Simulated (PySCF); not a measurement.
# BH4O− (SMILES [BH3-]O): a chain of runs

Wanted: a geometry optimisation (HF/BFD-VDZ), then vibrational wavenumbers of BH4O−. Input form: a Python script.

The results are computed with PySCF 2.14.0.

**1. Starting point**

BH4O−: 6 atoms, total charge -1, spin state singlet. As SMILES, `[BH3-]O`. All atoms were displaced at random from a relaxed shape. The run starts from this shape.

Bond lengths: B1–O2 1.670 Å, B1–H3 1.258 Å, B1–H4 1.169 Å, B1–H5 1.195 Å, O2–H6 1.010 Å. Angles: B1–O2–H6 99.6°, O2–B1–H3 105.1°, O2–B1–H4 98.2°, O2–B1–H5 107.1°, H3–B1–H4 110.1°, H3–B1–H5 109.9°, H4–B1–H5 124.1°.

**2. A geometry optimisation at HF/BFD-VDZ (density fitting with cc-pvtz-jkfit, core potential) (run 1)**

Input file job.py:

```python
from pyscf import gto, scf
from pyscf.geomopt.geometric_solver import kernel as optimise

mol = gto.M(
    atom='''
B       -0.133669      -0.204187      -0.383689
O        0.019237       1.144986       0.588633
H        1.036651      -0.646597      -0.517444
H       -0.474797       0.333759      -1.364291
H       -0.802154      -0.994150       0.214716
H        0.347794       0.704600       1.436461
''',
    max_memory=1860,
    charge=-1,
    verbose=3,
    ecp={'B': 'bfd', 'O': 'bfd', 'H': 'bfd'},
    basis='bfd-vdz',
    spin=0,
)

hf = scf.RHF(mol)
hf = hf.density_fit(auxbasis='cc-pvtz-jkfit')
converged, mol_eq = optimise(hf, maxsteps=100, convergence_set='GAU_TIGHT')
print('converged:', converged)
print(mol_eq.tostring())

hf.reset(mol_eq)
mol = mol_eq
hf.kernel()
etot = hf.e_tot
print('Final energy', etot)
```

Launch:

```
OMP_NUM_THREADS=1 python job.py
```

Output:

```text
convergence_set           GAU_TIGHT
maxiter                   100
----------------------------------------------------------
Custom engine selected.
Bonds will be generated from interatomic distances less than 1.20 times sum of covalent radii
18 internal coordinates being used (instead of 18 Cartesians)
Internal coordinate system (atoms numbered from 1):
Distance 1-2
Distance 1-3
Distance 1-4
Distance 1-5
Distance 2-6
Angle 2-1-3
Angle 2-1-4
Angle 2-1-5
Angle 3-1-4
Angle 3-1-5
Angle 4-1-5
Angle 1-2-6
Dihedral 3-1-2-6
Dihedral 4-1-2-6
Dihedral 5-1-2-6
Translation-X 1-6
Translation-Y 1-6
Translation-Z 1-6
Rotation-A 1-6
Rotation-B 1-6
Rotation-C 1-6
> ===== Optimization Info: ====
> Job type: Energy minimization
> Maximum number of optimization cycles: 100
> Initial / maximum trust radius (Angstrom): 0.100 / 0.300
> Convergence Criteria:
> Will converge when all 5 criteria are reached:
>  |Delta-E| < 1.00e-06
>  RMS-Grad  < 1.00e-05
>  Max-Grad  < 1.50e-05
>  RMS-Disp  < 4.00e-05
>  Max-Disp  < 6.00e-05
> === End Optimization Info ===

Geometry optimization cycle 1
Cartesian coordinates (Angstrom)
 Atom        New coordinates             dX        dY        dZ
   B  -0.133669  -0.204187  -0.383689    0.000000  0.000000  0.000000
   O   0.019237   1.144986   0.588633    0.000000  0.000000  0.000000
   H   1.036651  -0.646597  -0.517444    0.000000  0.000000  0.000000
   H  -0.474797   0.333759  -1.364291    0.000000  0.000000  0.000000
   H  -0.802154  -0.994150   0.214716    0.000000  0.000000  0.000000
   H   0.347794   0.704600   1.436461    0.000000  0.000000 -0.000000

WARN: Mole.unit (angstrom) is changed to Bohr

converged SCF energy = -20.7984045508569
[... 10 lines left out ...]
Step    0 : Gradient = 5.191e-02/7.475e-02 (rms/max) Energy = -20.7984045509
[... 11 lines left out ...]
converged SCF energy = -20.8148871415188
[... 22 lines left out ...]
converged SCF energy = -20.8181098442069
[... 22 lines left out ...]
converged SCF energy = -20.8184425039035
[... 22 lines left out ...]
converged SCF energy = -20.8184589256562
[... 22 lines left out ...]
converged SCF energy = -20.8184603815141
[... 22 lines left out ...]
converged SCF energy = -20.8184613323341
[... 22 lines left out ...]
converged SCF energy = -20.8184623622117
[... 22 lines left out ...]
converged SCF energy = -20.8184631783855
[... 22 lines left out ...]
converged SCF energy = -20.8184634297921
[... 22 lines left out ...]
converged SCF energy = -20.8184634564057
[... 22 lines left out ...]
converged SCF energy = -20.8184634571853
[... 22 lines left out ...]
converged SCF energy = -20.8184634570436
[... 6 lines left out ...]
4 H    -0.0000005210     0.0000005675    -0.0000004566
5 H     0.0000016387     0.0000002830    -0.0000009072
----------------------------------------------
cycle 13: E = -20.818463457  dE = 1.41718e-10  norm(grad) = 4.10882e-06
Step   12 : Displace = 4.321e-05/7.404e-05 (rms/max) Trust = 3.000e-01 (=) Grad = 1.677e-06/2.519e-06 (rms/max) E (change) = -20.8184634570 (+1.417e-10) Quality = -0.726
Hessian Eigenvalues: 9.62662e-03 4.99117e-02 4.99998e-02 ... 2.32588e-01 2.81655e-01 6.03109e-01

Geometry optimization cycle 14
Cartesian coordinates (Angstrom)
 Atom        New coordinates             dX        dY        dZ
   B  -0.077273  -0.111838  -0.313322    0.000006  0.000003 -0.000004
   O   0.026863   1.063255   0.613909    0.000022  0.000006 -0.000008
   H   1.045599  -0.645919  -0.504699    0.000001 -0.000009 -0.000017
   H  -0.527444   0.279948  -1.401509   -0.000004  0.000000  0.000003
   H  -0.842954  -0.995683   0.150643    0.000011  0.000005  0.000014
   H   0.368271   0.748648   1.429364   -0.000036 -0.000006  0.000012
converged SCF energy = -20.8184634571713
--------------- DFRHF_Scanner gradients ---------------
         x                y                z
0 B     0.0000003213    -0.0000000341    -0.0000004888
1 O    -0.0000001991     0.0000001365     0.0000003636
2 H    -0.0000000680    -0.0000000474     0.0000001716
3 H     0.0000001324    -0.0000000318     0.0000001863
4 H    -0.0000003093    -0.0000000494     0.0000000140
5 H     0.0000001228     0.0000000262    -0.0000002466
----------------------------------------------
cycle 14: E = -20.8184634572  dE = -1.27702e-10  norm(grad) = 8.93455e-07
Step   13 : Displace = 2.171e-05/3.697e-05 (rms/max) Trust = 2.160e-05 (-) Grad = 3.648e-07/5.859e-07 (rms/max) E (change) = -20.8184634572 (-1.277e-10) Quality = 0.814
Hessian Eigenvalues: 9.62662e-03 4.99117e-02 4.99998e-02 ... 2.32588e-01 2.81655e-01 6.03109e-01
Converged! =D

converged: True
B          -0.07727313       -0.11183770       -0.31332159
O           0.02686259        1.06325531        0.61390889
H           1.04559949       -0.64591939       -0.50469893
H          -0.52744423        0.27994768       -1.40150943
H          -0.84295387       -0.99568331        0.15064296
H           0.36827116        0.74864841        1.42936409
converged SCF energy = -20.8184634571731
Final energy -20.81846345717308
```

Wall time 4 min (1 thread of AMD EPYC (Zen 3), shared host); peak memory 0.15 GiB.

The path in brief:

| step | energy from the first frame kept (eV) | largest force (eV/Å) |
| --- | --- | --- |
| 0 | 0.0000 | 3.8440 |
| 1 | -0.4485 | 1.8839 |
| 2 | -0.5362 | 0.7656 |
| 3 | -0.5453 | 0.1216 |
| 4 | -0.5457 | 0.0293 |
| 5 | -0.5457 | 0.0076 |
| 6 | -0.5458 | 0.0102 |
| 7 | -0.5458 | 0.0203 |
| 8 | -0.5458 | 0.0170 |
| 9 | -0.5458 | 0.0063 |
| 10 | -0.5458 | 0.0008 |
| 11 | -0.5458 | 0.0001 |
| 12 | -0.5458 | 0.0001 |
| 13 | -0.5458 | 0.0000 |

After the run. Bond lengths: B1–O2 1.500 Å, B1–H3 1.258 Å, B1–H4 1.241 Å, B1–H5 1.258 Å, O2–H6 0.938 Å. Angles: B1–O2–H6 107.4°, O2–B1–H3 111.4°, O2–B1–H4 108.6°, O2–B1–H5 111.4°, H3–B1–H4 108.9°, H3–B1–H5 107.5°, H4–B1–H5 108.9°.

**3. Vibrational wavenumbers at HF/BFD-VDZ (density fitting with cc-pvtz-jkfit, core potential) (run 2)**

Input file calc.py:

```python
# [BH3-]O
import numpy
from pyscf import gto, symm
from pyscf.hessian import thermo

mol = gto.M(
    atom='''
B       -0.065543      -0.604167      -0.511299
O        0.038593       0.570926       0.415932
H        1.057340      -1.138246      -0.702680
H       -0.515714      -0.212381      -1.599486
H       -0.831213      -1.488010      -0.047338
H        0.380001       0.256319       1.231387
''',
    verbose=3,
    basis='bfd-vdz',
    max_memory=1860,
    charge=-1,
    ecp='bfd',
)

mf = mol.RHF()
mf = mf.density_fit(auxbasis='cc-pvtz-jkfit')
mf.kernel()

e_final = mf.e_tot
print('E(%s) = %.9f' % ('HF', e_final))
hess = mf.Hessian().kernel()
modes = thermo.harmonic_analysis(mol, hess)
print('frequencies (1/cm)', numpy.round(modes['freq_wavenumber'], 1))
symm.geom.TOLERANCE = 1e-3  # for the symmetry number
th = thermo.thermo(mf, modes['freq_au'], 500, 101325)
thermo.dump_thermo(mol, th)
```

Launch:

```
OMP_NUM_THREADS=1 python calc.py
```

Output:

```text
converged SCF energy = -20.818463457135
E(HF) = -20.818463457
frequencies (1/cm) [ 264.7  890.   909.5 1033.6 1225.2 1264.9 1288.3 1311.5 2138.9 2200.7
 2304.1 4100.4]
temperature 500.0000 [K]
pressure 101325.00 [Pa]
Rotational constants [GHz] 103.06351 22.47044 21.74326
Symmetry number 1
Zero-point energy (ZPE) 0.04313 [Eh]   113238.125 [J/mol]
                           tot       elec      trans        rot        vib
Entropy [J/mol/K]       271.602      0.000    162.256     87.600     21.745
Cv [J/mol/K]             60.659      0.000     12.472     12.472     35.716
Cp [J/mol/K]             68.973      0.000     20.786     12.472     35.716
Internal energy [J/mol]                      6235.845   6235.845 120171.939
Internal energy [Eh]   -20.76794  -20.81846
Enthalpy [J/mol]                            10393.075   6235.845 120171.939
Enthalpy [Eh]          -20.76636
Gibbs free energy [J/mol]                  -70734.919 -37564.395 109299.378
Gibbs free energy [Eh] -20.81808
```

Wall time 97 s (1 thread of AMD EPYC (Zen 3), shared host); peak memory 0.21 GiB.

**4. Outcome**

| quantity | value |
| --- | --- |
| run 1, HF/BFD-VDZ: total energy at the end | -20.81846 Eh |
| run 1, HF/BFD-VDZ: HOMO energy | -3.85 eV |
| run 1, HF/BFD-VDZ: LUMO energy | 11.37 eV |
| run 1, HF/BFD-VDZ: HOMO–LUMO gap (to an unbound level, set by the basis) | 15.23 eV |
| run 2, HF/BFD-VDZ: lowest harmonic wavenumber | 265 cm⁻¹ |
| run 2, HF/BFD-VDZ: highest harmonic wavenumber | 4100 cm⁻¹ |
| run 2, HF/BFD-VDZ: zero-point energy | 113.2 kJ/mol |
| run 2, HF/BFD-VDZ: ideal-gas entropy at 500 K (symmetry number 1 as used) | 64.9 cal/(mol K) |

What this shows: The optimisation (run 1, HF/BFD-VDZ) took 13 steps and changed the energy by -0.546 eV. All 12 modes (run 2, HF/BFD-VDZ) are real, so the shape is a minimum at this level.
